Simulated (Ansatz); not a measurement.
# C4H8: the cost of one run

Program: Ansatz 0.2.0, driven from Python. Level of theory: PBE/def2-SVP. These are calculated values, not measurements.

**1. The system**

Bond lengths: C1–C2 1.501 Å, C2–C3 1.501 Å, C2–C4 1.342 Å, C1–H5 1.095 Å, C1–H6 1.095 Å, C1–H7 1.095 Å, C3–H8 1.095 Å, C3–H9 1.095 Å, C3–H10 1.095 Å, C4–H11 1.086 Å, C4–H12 1.086 Å. Angles (14 of 18 angles, heavy atoms first): C1–C2–C3 115.9°, C1–C2–C4 122.0°, C3–C2–C4 122.0°, C2–C1–H5 110.3°, C2–C1–H6 110.3°, C2–C1–H7 112.1°, C2–C3–H8 110.3°, C2–C3–H9 112.1°, C2–C3–H10 110.3°, C2–C4–H11 121.6°, C2–C4–H12 121.6°, H5–C1–H6 108.6°, H5–C1–H7 107.8°, H6–C1–H7 107.8°.

No structure file is read: the coordinates are typed or built in the script.

**2. The code**

File run_freq.py:

```python
"""Vibrations of C4H8."""

import itertools

import ansatz as az
from ase import Atoms
from ase.data import atomic_numbers, covalent_radii
import numpy as np


def main() -> None:
    atoms = Atoms(["C", "C", "C", "C", "H", "H", "H", "H", "H", "H", "H", "H"], positions=[
        (-1.1584, -0.7876, 0.078),
        (-0.0312, 0.2027, 0.022),
        (1.337, -0.3728, -0.204),
        (-0.2343, 1.5217, 0.1651),
        (-0.9978, -1.4999, 0.8937),
        (-1.2222, -1.3439, -0.8627),
        (-2.1254, -0.3014, 0.2448),
        (1.5937, -1.0692, 0.6009),
        (2.1098, 0.4026, -0.2338),
        (1.3693, -0.9131, -1.1556),
        (0.5867, 2.2312, 0.1233),
        (-1.2273, 1.9297, 0.3283),
    ])
    mol = az.Crystal.molecule_from_ase(atoms)

    calc = (
        mol.calculation()
        .basis(gaussian="def2-SVP")
        .functional("pbe")
    )
    symbols = [site.symbol for site in mol.cartesian_sites]
    start = np.array([site.position_ang for site in mol.cartesian_sites], dtype=float)
    def progress(event):
        if event["event"] == "relax_step":
            row = event["data"]
            print(f"step {row['step']:3d}  E = {row['lagrangian_ev']:.6f} eV  largest force component {row['allowed_force_max_ev_ang']:.4f} eV/A")


    rep = calc.relax(force_tolerance=0.003).session().plan().execute(on_event=progress).report
    end = np.array(rep["positions_ang"])

    # pairs closer than 1.2 times the sum of covalent radii, before or after
    radius = [covalent_radii[atomic_numbers[s]] for s in symbols]
    span = lambda where, i, j: np.linalg.norm(where[i] - where[j])
    bonded = [(i, j) for i, j in itertools.combinations(range(len(symbols)), 2) if min(span(start, i, j), span(end, i, j)) < 1.2 * (radius[i] + radius[j])]
    print("pair        before    after (A)")
    for i, j in bonded:
        print(f"{symbols[i]}{i}-{symbols[j]}{j}".ljust(10), f"{span(start, i, j):8.4f} {span(end, i, j):8.4f}")
    for first, second in list(itertools.combinations(bonded, 2)):
        shared = set(first) & set(second)
        if shared and symbols[(j := shared.pop())] != "H":
            i, k = sorted((set(first) | set(second)) - {j})
            u, v = end[i] - end[j], end[k] - end[j]
            angle = np.degrees(np.arccos(np.clip(u @ v / np.linalg.norm(u) / np.linalg.norm(v), -1, 1)))
            print(f"final angle {symbols[i]}{i}-{symbols[j]}{j}-{symbols[k]}{k}: {angle:.2f} deg")

    # same settings at the minimum
    minimum = az.Crystal.molecule()
    for symbol, place in zip(symbols, end):
        minimum = minimum.atom(symbol, place.tolist())
    vibrating = (
        minimum.calculation()
        .basis(gaussian="def2-SVP")
        .functional("pbe")
        .phonons(temperatures=(298.15, 498.15, 100))
    )
    vib = vibrating.run().report["vibrations"]
    sums = vib["harmonic_sums"]
    modes = [m["omega_inv_cm"] for m in sums["modes_at_gamma"] if m["rigid_motion"] == "no"]
    for number, w in enumerate(modes, start=1):
        print(f"mode {number:2d} {w:9.1f} 1/cm {w / 8065.544 * 1000:8.2f} meV")
    print("imaginary modes:", sum(w < 0 for w in modes), " zero-point energy:", round(sums["zero_point_energy_ev"], 4), "eV")
    print("T (K)   F_vib (eV)   S_vib (meV/K)   C_vib (meV/K)")
    for row in zip(sums["temperatures_k"], sums["vibrational_free_energy_ev"], vib["entropy_ev_per_k"], vib["heat_capacity_ev_per_k"]):
        print(f"{row[0]:6.1f} {row[1]:11.4f} {1000 * row[2]:13.4f} {1000 * row[3]:15.4f}")

    # all hydrogen replaced by deuterium
    heavier = vibrating.phonons(masses={"H": 2.014102}).run().report["vibrations"]["harmonic_sums"]
    print("deuterated (1/cm):", " ".join(f"{m['omega_inv_cm']:.0f}" for m in heavier["modes_at_gamma"] if m["rigid_motion"] == "no"))
    print("zero-point energy falls by", round(sums["zero_point_energy_ev"] - heavier["zero_point_energy_ev"], 4), "eV")


if __name__ == "__main__":
    main()
```

**3. Launch**

The run is started by

```sh
$ python run_freq.py
```

What time and memory should one allow on 1 thread of Arm Neoverse V2, shared host?

About 4.2 min, with a peak of 0.2 GiB.
